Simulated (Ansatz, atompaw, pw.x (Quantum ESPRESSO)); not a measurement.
From atom to crystal: PAW (atompaw) potential for iron (Fe)

iron, PAW, made with atompaw 4.2.0.5 (PBE, scalar-relativistic). Core [Ar], reference 3d6.5 4s1.5 4p0. Waves: 4s (bound): rc 2.65 bohr; 4s channel at 0.1 Ry: rc 3.00 bohr; 4p (bound, empty): rc 3.00 bohr; 4p channel at 0.45 Ry: rc 3.00 bohr; 3d (bound): rc 2.05 bohr; 3d channel at 2.2 Ry: rc 2.05 bohr. Local part: troulliermartins scheme with l = 3 at -0.5 Ry, radius 2.70 bohr. Core correction: smooth core density matched at 1.85 bohr. Augmentation charge: sinc compensation charge, radius 2.90 bohr; PAW radius 3.00 bohr; waves and projectors: custom polynom2 7 10 vanderbiltortho.

Atomic tests: cutoffs needed: 21 Ry and 25 Ry (the cutoffs (Ry, on a coarse ladder) from which the occupation-weighted sum of valence levels, in a spherical-Bessel basis at the reference potential, stays within 10 and 1 mRy of its value at 400 Ry); ghost test: no extra level below or beside the all-electron valence levels (s, p, d, f tested) (spherical-Bessel basis up to 400 Ry, 20 bohr box); lowest eigenvalue of the overlap operator: 0.56 (s channel).

Crystal test: bcc Fe in pw.x 7.5, no spin, 17³ k-points, Fermi–Dirac smearing 0.01 Ry, cutoffs 40/400 Ry. The reference is all-electron LAPW (Ansatz 0.2.0) with the same functional, mesh and smearing; V0 and B0 come from Birch–Murnaghan fits to the pressures at five volumes. Errors are pseudo minus all-electron; Δ is the rms difference of the E(V) curves that follow from these fits, minima aligned, over ±6 % about the mean V0. Mesh and smearing are coarse, so the numbers serve the comparison and aren't converged zero-temperature values; the lattice is a test structure that the element need not adopt. Spin polarisation and strong correlation are left out, which matters for this element.

```csv
V (Å³/atom),P all-electron (GPa),P pseudo (GPa)
10.018,15.66,33.46
10.281,7.54,22.02
10.545,0.48,11.43
10.809,-5.65,3.23
11.072,-10.97,-4.09
```

All-electron: a0 = 2.765 Å (V0 = 10.56 Å³/atom), B0 = 260.5 GPa.

Pseudopotential: mean pressure error (GPa): +11.80; a0 (Å): 2.795; a0 error (%): +1.10; B0 error (%): +16.8; Δ (meV/atom): 23.2. The largest radius (3.00 bohr) exceeds half the bond length (2.26 bohr), so the spheres overlap, which is one possible source of error among others. This is a poor potential for the solid.

Problem. At the middle volume, how do free energy and pressure move when the wave cutoff is lowered (ecutrho held at 400 Ry)?

Solution.

| cutoff (Ry) | shift of F (meV/atom) | shift of P (GPa) |
| --- | --- | --- |
| 18 | +688.4 | -75.29 |
| 24 | +9.4 | -1.23 |
| 32 | +1.1 | +0.28 |

The 8 pw.x runs together took about 79 s on one core of a shared server CPU.
